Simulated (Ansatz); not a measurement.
in.yaml

```yaml
crystal:
  periodic: [false, false, false]
  atoms:
    - {symbol: Si, position_ang: [0.000000, 0.000000, 0.000000]}
    - {symbol: O, position_ang: [0.000000, 0.000000, 1.713500]}
basis:
  gaussian: {orbitals: def2-SVP}
total_charge: 1
magnetization: {spin_polarized: false, initial_magnetization: 5}
hamiltonian: {xc: {name: r2SCAN}}
correlation: {method: ccsdt_q, electrons: outside_noble_gas}
accuracy: high
output: {forces: true}
```

```sh
$ ansatz run in.yaml --threads 1 --pin off --events-out ev --progress --plain --max-ram 2393MiB
```

Task: Roughly how long does this take on 1 thread of Intel Xeon 6975P-C, shared host, and how much host memory?

Result: 24 s wall and 0.53 GiB.

```
509 factors; integrals over basis functions are off by at most 3.8e-9 eV
mean field evaluation 1: about -9896.9968 eV, gradient 2.4e1 eV
mean field evaluation 2: about -9896.9941 eV, gradient 2.4e1 eV
mean field evaluation 4: about -9898.4866 eV, gradient 3.1e0 eV
mean field evaluation 8: about -9898.5183 eV, gradient 3.5e-2 eV
mean field evaluation 16: about -9898.5183 eV, gradient 2.6e-7 eV
mean field -9898.51827908 eV, -363.7638372997 hartree, gradient 1.9e-8 eV, S^2 8.750000; 0 other end points of the search recorded, 0 dependent functions left out
6 core orbitals not correlated: weight in the atoms' cores, before any rotation towards them, 1.000 or more for the frozen orbitals, at most 0.000 for the correlated occupied ones
reference -9879.06526554 eV, -363.0489522376 hartree; 7, 2 occupied and 19, 24 virtual orbitals, 509 factors
second order -3.39528957 eV of doubles, -0.23654730 eV of singles
cycle   1  -4.02230329 eV  change   -3.9e-1 eV  update   4.3e-2
cycle   2  -4.17143427 eV  change   -1.5e-1 eV  update   1.8e-2
cycle   3  -4.22445950 eV  change   -5.3e-2 eV  update   1.0e-2
cycle   4  -4.22806108 eV  change   -3.6e-3 eV  update   5.3e-3
cycle   5  -4.22984761 eV  change   -1.8e-3 eV  update   3.1e-3
...
cycle  20  -4.23250823 eV  change    2.7e-8 eV  update   5.8e-8
cycle  21  -4.23250826 eV  change   -3.5e-8 eV  update   3.8e-8
cycle  22  -4.23250827 eV  change   -2.2e-9 eV  update   2.5e-8
cycle  23  -4.23250827 eV  change   -7.1e-9 eV  update   1.7e-8
cycle  24  -4.23250831 eV  change   -4.2e-8 eV  update   1.5e-8
cycle  25  -4.23250832 eV  change   -9.4e-9 eV  update   7.5e-9
cycle  26  -4.23250833 eV  change   -9.1e-9 eV  update   4.1e-9
cycle  27  -4.23250833 eV  change   -1.8e-9 eV  update   1.6e-9
cycle  28  -4.23250834 eV  change  -4.1e-10 eV  update  5.7e-10
perturbative correction -0.00226591 eV, -0.0000832705 hartree
the calculation of the forces begins
mean field evaluation 32: about -9879.0653 eV, gradient 1.0e1 eV
Total energy: -9883.30003978 eV, -363.2045773206 hartree
Atom 0 at     0.000000     0.000000     0.000000 Å, force     0.000000     0.000000    -7.192427 eV/Å
Atom 1 at     0.000000     0.000000     1.713500 Å, force    -0.000000    -0.000000     7.192427 eV/Å
Dipole moment:    -0.000000     0.000000     0.058181 e Å
```

Forces (eV/Å):
```
Si   0.000  0.000 -7.192
O    0.000  0.000  7.192
```
